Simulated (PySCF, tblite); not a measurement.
# C3H5F2O radical: geometry, infrared bands and EPR parameters

Aim: predict the infrared bands and EPR parameters of C3H5F2O radical (`CCO[C](F)F`).

Computed with tblite 0.8.0 and PySCF 2.14.0, with density-fitted response routines of our own, on a single molecule in the gas phase. Atoms are numbered from 0 throughout.

**1. The molecule as given**

11 atoms, charge 0, multiplicity 2; geometry from: force field or distance geometry start.

Bonds of the start (Å): C0–C1 1.50, C1–O2 1.41, O2–C3 1.39, C3–F4 1.37, C3–F5 1.39, C0–H6 1.12, C0–H7 1.09, C0–H8 1.10, C1–H9 1.14, C1–H10 1.09.

**2. Geometry optimisation with GFN2-xTB**

Job settings and geometry (Å):

```
{"job": {"kind": "relax", "xc": "GFN2-xTB", "basis": "xTB"}, "charge": 0, "multiplicity": 2}
C     -1.280300    -0.217600    -0.290800
C     -0.302600     0.713100     0.366100
O      0.865900     0.055300     0.791700
C      1.545400    -0.533900    -0.265700
F      2.583800     0.315000    -0.564000
F      2.100300    -1.697000     0.261000
H     -2.189100     0.390700    -0.553700
H     -1.558800    -0.979800     0.441200
H     -0.911100    -0.644600    -1.237100
H     -0.802900     1.066000     1.325300
H     -0.045100     1.535500    -0.300000
```

Run with:

```bash
> OMP_NUM_THREADS=1 python probes_run.py task.json out
```

The driver reads the jobs from task.json and runs them one after another.

Output:

```text
step      E/eV     max force
  0    -609.86436    4.051
  1    -610.17908    1.538
  2    -610.26386    0.930
  3    -610.32171    0.583
  4    -610.34331    0.344
  5    -610.35151    0.247
  6    -610.35915    0.205
  7    -610.36313    0.156
  8    -610.36571    0.126
  9    -610.36725    0.103
 10    -610.36821    0.109
 11    -610.36894    0.106
 12    -610.36987    0.100
 13    -610.37102    0.101
 14    -610.37215    0.097
 15    -610.37314    0.091
 16    -610.37421    0.101
 17    -610.37562    0.124
 18    -610.37748    0.131
 19    -610.37948    0.138
 20    -610.38142    0.157
 21    -610.38388    0.163
 22    -610.38720    0.171
 23    -610.39070    0.186
 24    -610.39335    0.162
 25    -610.39523    0.124
 26    -610.39690    0.128
 27    -610.39835    0.200
 28    -610.40005    0.117
 29    -610.40152    0.118
 30    -610.40304    0.120
 31    -610.40501    0.164
 32    -610.40779    0.194
 33    -610.41005    0.191
 34    -610.41200    0.168
 35    -610.41387    0.149
 36    -610.41540    0.152
 37    -610.41698    0.115
 38    -610.41789    0.069
 39    -610.41822    0.059
 40    -610.41838    0.045
 41    -610.41859    0.032
 42    -610.41872    0.023
 43    -610.41883    0.025
 44    -610.41891    0.024
 45    -610.41898    0.021
 46    -610.41905    0.018
 47    -610.41910    0.020
 48    -610.41915    0.025
 49    -610.41922    0.028
 50    -610.41934    0.042
 51    -610.41952    0.029
 52    -610.41985    0.060
 53    -610.42034    0.053
 54    -610.42091    0.056
 55    -610.42131    0.053
 56    -610.42171    0.044
 57    -610.42199    0.054
 58    -610.42219    0.034
 59    -610.42231    0.039
 60    -610.42244    0.032
 61    -610.42257    0.029
 62    -610.42269    0.030
 63    -610.42276    0.028
 64    -610.42280    0.022
 65    -610.42284    0.019
 66    -610.42288    0.017
 67    -610.42290    0.012
 68    -610.42291    0.011
 69    -610.42292    0.011
 70    -610.42293    0.013
 71    -610.42296    0.017
 72    -610.42299    0.018
 73    -610.42303    0.019
 74    -610.42306    0.021
 75    -610.42312    0.022
 76    -610.42320    0.025
 77    -610.42333    0.033
 78    -610.42345    0.031
 79    -610.42354    0.021
 80    -610.42358    0.015
 81    -610.42359    0.012
 82    -610.42359    0.002
```

Wall time 0.28 s (1 thread of Arm Neoverse V1, shared host).

Relaxation path: (not every step is listed)

| step | energy from step 0 (eV) | largest force (eV/Å) |
| --- | --- | --- |
| 0 | 0.0000 | 4.0508 |
| 1 | -0.3147 | 1.5377 |
| 2 | -0.3995 | 0.9300 |
| 3 | -0.4574 | 0.5834 |
| 4 | -0.4789 | 0.3441 |
| 5 | -0.4871 | 0.2466 |
| 6 | -0.4948 | 0.2052 |
| 7 | -0.4988 | 0.1557 |
| 8 | -0.5014 | 0.1257 |
| 14 | -0.5078 | 0.0971 |
| 20 | -0.5171 | 0.1571 |
| 26 | -0.5325 | 0.1278 |
| 32 | -0.5434 | 0.1941 |
| 38 | -0.5535 | 0.0695 |
| 44 | -0.5545 | 0.0244 |
| 50 | -0.5550 | 0.0423 |
| 56 | -0.5573 | 0.0441 |
| 62 | -0.5583 | 0.0297 |
| 68 | -0.5585 | 0.0114 |
| 74 | -0.5587 | 0.0213 |
| 77 | -0.5590 | 0.0326 |
| 78 | -0.5591 | 0.0311 |
| 79 | -0.5592 | 0.0210 |
| 80 | -0.5592 | 0.0152 |
| 81 | -0.5592 | 0.0117 |
| 82 | -0.5592 | 0.0024 |

Distances of close pairs at the start and the end, largest changes first:

| bond | before (Å) | after (Å) | change (Å) |
| --- | --- | --- | --- |
| C3–F5 | 1.392 | 1.337 | -0.056 |
| O2–C3 | 1.388 | 1.340 | -0.048 |
| C1–H9 | 1.138 | 1.091 | -0.046 |
| C0–H6 | 1.125 | 1.086 | -0.039 |
| C0–C1 | 1.501 | 1.524 | +0.023 |
| C3–F4 | 1.374 | 1.356 | -0.018 |
| C1–O2 | 1.407 | 1.423 | +0.016 |
| C0–H8 | 1.102 | 1.088 | -0.014 |

The next job starts from the end point, and lists it.

**3. Vibrational analysis with GFN2-xTB**

Job settings and geometry (Å):

```
{"job": {"kind": "ir", "xc": "GFN2-xTB", "basis": "xTB"}, "charge": 0, "multiplicity": 2}
C     -1.331875    -0.131945    -0.348275
C     -0.287437     0.651046     0.437900
O      0.773340    -0.181391     0.891784
C      1.573565    -0.702263    -0.048177
F      2.017449     0.152246    -1.002302
F      2.617199    -1.349401     0.479379
H     -2.153402     0.526465    -0.613809
H     -1.713797    -0.953967     0.251377
H     -0.892658    -0.534877    -1.258046
H     -0.715162     1.059642     1.355182
H      0.118203     1.467115    -0.170977
```

Output:

```text
mode    cm-1     km/mol
  1      36.6      0.33
  2      89.6      0.47
  3     182.7      1.10
  4     250.4      2.95
  5     357.0      2.31
  6     441.0      8.68
  7     526.2      1.85
  8     544.3     24.60
  9     828.0      3.65
 10     905.3     19.71
 11     973.0     54.81
 12    1066.3     64.76
 13    1083.0     90.23
 14    1123.4     40.73
 15    1170.6    125.14
 16    1229.1    195.31
 17    1270.7    178.10
 18    1326.7     37.89
 19    1396.6      8.29
 20    1456.2      0.94
 21    1472.7      6.93
 22    1485.2      5.48
 23    2932.1     21.39
 24    2991.2      7.17
 25    3044.4     16.90
 26    3053.6     14.04
 27    3061.3     15.46
```

Run time: 0.18 s. Hardware: 1 thread of Arm Neoverse V1, shared host.

Which atoms move in the most intense modes:

| cm⁻¹ | km/mol | atoms |
| --- | --- | --- |
| 973 | 54.8 | C3 23 %, F4 20 %, H6 17 %, C0 11 % |
| 1066 | 64.8 | C1 39 %, C0 16 %, O2 14 %, C3 11 % |
| 1083 | 90.2 | C1 23 %, C0 17 %, C3 15 %, H8 13 % |
| 1123 | 40.7 | C3 29 %, C1 17 %, F5 12 % |
| 1171 | 125.1 | C3 25 %, C1 17 % |
| 1229 | 195.3 | H9 32 %, C3 31 % |
| 1271 | 178.1 | H10 37 %, C3 24 %, O2 21 %, H9 10 % |
| 1327 | 37.9 | H10 35 %, H9 31 %, C1 13 % |

**4. g tensor and hyperfine couplings: B3LYP/pcH-1**

The job, as its differences from that of step 3:

```diff
@@ -1,2 +1,2 @@
-{"job": {"kind": "ir", "xc": "GFN2-xTB", "basis": "xTB"}, "charge": 0, "multiplicity": 2}
+{"job": {"kind": "epr", "basis": "pcH-1"}, "charge": 0, "multiplicity": 2}
 C     -1.331875    -0.131945    -0.348275
```

Method: UKS B3LYP, pcH-1 on C F H O, non-relativistic, mean-field spin-orbit, GIAO.

Output:

```text
UKS, coarse grid
  cycle   1  E = -392.06209751  |g| = 6.31e-01
  cycle   2  E = -391.86794037  |g| = 1.01e+00
  cycle   3  E = -392.19376737  |g| = 6.93e-02
  cycle   4  E = -392.19482697  |g| = 4.94e-02
  cycle   5  E = -392.19569654  |g| = 1.18e-02
  cycle   6  E = -392.19573678  |g| = 4.88e-03
  cycle   7  E = -392.19574692  |g| = 8.28e-04
  cycle   8  E = -392.19574709  |g| = 3.12e-04
UKS, final grid
  cycle   1  E = -392.19569530  |g| = 3.30e-04
  cycle   2  E = -392.19569526  |g| = 4.88e-04
  cycle   3  E = -392.19569534  |g| = 6.18e-05
  cycle   4  E = -392.19569534  |g| = 1.91e-05
E = -392.19569534 Eh   <S^2> = 0.7519 (exact 0.7500)
g shifts (ppm)      1          2          3
  rmc          -279       -279       -279
  gc             22         86         91
  oz_so        -216       1935       2263
  total        -473       1742       2076
hyperfine (MHz)  atom isotope    a_iso     a_fc   dipolar eigenvalues
    0   13C      -1.10      -1.10     -2.12      0.10      2.02
    1   13C      -0.39      -0.39     -1.38     -0.87      2.25
    2   17O     -32.16     -32.16    -57.03     27.36     29.68
    3   13C     620.26     620.26    -68.78    -67.43    136.22
    4   19F     435.76     435.76   -211.48   -199.00    410.48
    5   19F     336.94     336.94   -194.39   -180.26    374.65
    6    1H      -1.99      -1.99     -1.84     -1.34      3.18
    7    1H      -0.84      -0.84     -2.30     -2.04      4.34
    8    1H       2.89       2.89     -5.21     -3.21      8.42
    9    1H       1.81       1.81     -2.80     -2.50      5.30
   10    1H       4.97       4.97     -3.71     -2.73      6.44
```

Wall time 26 s (1 thread of Arm Neoverse V1, shared host); peak memory 0.59 GiB.

Principal g values 2.00185, 2.00406, 2.00439; g(iso) = 2.00343, against 2.00232 for a free electron.

Hyperfine couplings; where a row names several nuclei, a(iso) is their mean (it holds for fast rotation or exchange) and the dipolar term the largest among them:

| nuclei | isotope | a(iso) (MHz) | a(iso) (G, at g = 2.0023) | largest dipolar term (MHz) |
| --- | --- | --- | --- | --- |
| C3 | 13C | 620.3 | 221.3 | 136.2 |
| F4, F5 | 19F | 386.4 | 137.9 | 410.5 |
| O2 | 17O | -32.2 | -11.5 | -57.0 |
| H9, H10 | 1H | 3.4 | 1.2 | 6.4 |
| C0 | 13C | -1.1 | -0.4 | -2.1 |
| C1 | 13C | -0.4 | -0.1 | 2.3 |
| H6, H7, H8 | 1H | 0.0 | 0.0 | 8.4 |

Mulliken spin populations:

| atom | value (e) |
| --- | --- |
| C0 | 0.02 |
| C1 | -0.01 |
| O2 | 0.10 |
| C3 | 0.79 |
| F4 | 0.06 |
| F5 | 0.05 |
| H6 | 0.00 |
| H7 | 0.00 |
| H8 | 0.00 |
| H9 | 0.00 |
| H10 | 0.00 |

In first order the couplings over 0.8 MHz of 19F, 1H give 9 distinct lines over 278.1 G, if the averaged nuclei exchange fast.

The fields below are evaluated on a grid from the run's orbitals.

ELF in a plane through or near 3 of the atoms.

Ten even steps from ' ' (0.00) to '@' (0.97):
```
                                                        
                                                        
                                                        
                              ::::..                    
                            ::**%%##::                  
                    ..      ++@@@@@@==                  
                  ..==--..::**@@@@%%::                  
                  ..****++==::++##++                    
          ::::    ::**####**==  ++==..--++==..          
        ::++++----==##**++++++@@@@****@@@@@@==          
        ==####**====::++::..==%%++--%%@@@@@@++          
        --####++==::**%%--  ::**::==**@@@@%%--          
        ::++==::--@@@@@@==  ++@@%%**======--..          
          ::..  ..%%@@%%::  ##@@@@**::..                
                ..**@@++..  ++%%%%==..                  
                  ==++..    ..==--..                    
                                                        
                                                        
                                                        
                                                        
```
The map spans 10.9 Å across and 8.3 Å up, centred on the molecule. Atoms in the plane (x, y in Å): C0 (1.3, -0.5), C1 (0.4, 0.7), C3 (-1.7, -0.4).

log10 of the density (e/Å³) in the same plane.

Ten even steps from ' ' (-4.0) to '@' (1.4):
```
                                                        
                                                        
                          ....::::....                  
                      ..::::--------::..                
                  ..::::----========--::..              
                ::--======++++****++==::..              
          ....::--==++++++**######**==--::..            
        ::------==++******########**++==--::..          
      ::--==++++++**########@@%%##**++++==--::..        
    ..--==++******##################****++==--::        
    ::--++**######@@%%##******####%%####**++--::        
    ::--++**######%%##****++**##%%@@##**++++--::        
    ..::==++******####**++++**######****++==--..        
      ..--====++++++++++====++******++====--::..        
        ..::------======----==++++++==----::..          
            ..::::----::::::--====----::::..            
                ............::::::::::..                
                              ......                    
                                                        
                                                        
```
The map spans 10.9 Å across and 8.3 Å up, centred on the molecule. Atoms in the plane (x, y in Å): C0 (1.3, -0.5), C1 (0.4, 0.7), C3 (-1.7, -0.4).

On the surface of density 0.002 e/bohr³ the electrostatic potential runs, from the 1st to the 99th percentile, from -0.88 V near O2 to 1.11 V near H9.

The spin density lies nearest to C3 64 %; O2 14 %; F4, F5 about 9 % each.

**5. What came out**

| quantity | value |
| --- | --- |
| strongest single infrared mode (GFN2-xTB) | 1229 cm⁻¹, 195 km/mol |
| zero-point energy (GFN2-xTB) | 49.0 kcal/mol |
| g(iso) (B3LYP) | 2.00343 |
| ⟨S²⟩ | 0.752 (exact 0.75) |
| largest a(iso) (averaged by class) | 13C on C3, 620.3 MHz |
| surface potential, 1st and 99th percentile | -0.88 V and 1.11 V |

**Reading.** The optimisation took 82 steps and gained 0.559 eV; among the close pairs (by a distance rule), C3–F5 changed most, from 1.392 to 1.337 Å. No mode is imaginary among the 27: a minimum at this level. The strongest single mode, at 1229 cm⁻¹, is spread over many atoms; the largest shares are those of H9, C3. Unscaled tight-binding wavenumbers are off by several per cent, some by more. Its intensities can rank the bands wrongly. C3 carries the largest spin population, 0.79 e. The isotropic g lies 1.1 ppt above the free-electron value.
